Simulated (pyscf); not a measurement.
H₂O + [Cl–Ga–Cl]• → HO–Ga(Cl)–Cl + H•, a substitution at O (doublet surface; H–O broken, Ga–O formed). PySCF, gas phase, ωB97X-D3(BJ)/def2-SVP geometries. Energies in kcal/mol from the separated reactants.

AM1 to PM7: differences of heats of formation from MOPAC. Open shells are spin-unrestricted. 

Problem. In single points PM6 puts the saddle at 17.9 kcal/mol and the reaction energy at +37.9 kcal/mol. Should these be trusted to within a few kcal/mol? Compare with ωB97M-D3(BJ)/def2-TZVP.

Solution. ωB97M-D3(BJ)/def2-TZVP gives ΔE‡ = 32.6 kcal/mol and ΔE = +20.6 kcal/mol. PM6 lies 14.7 kcal/mol under it in the barrier and 17.3 kcal/mol over it in the reaction energy, so on this step it does not hold to within 3.0 kcal/mol. At PM6 this geometry lies under one side, so its ΔE‡ may be no barrier of that level. ωB97M-D3(BJ)/def2-TZVP has limits of its own. On the reactant side the descent ends in an adduct with a Ga–O contact, 17.1 kcal/mol under the separated species and 48.9 kcal/mol under the saddle at ωB97X-D3(BJ)/def2-TZVP. What is counted as formed (Ga–O) is already present as a longer contact in the reactant adduct; forming that adduct is a step of its own. This is the saddle that the search found; another between the same sides may lie lower. The angle at the attacked O is 136°. In the def2 sets elements up to Kr have no core potential.
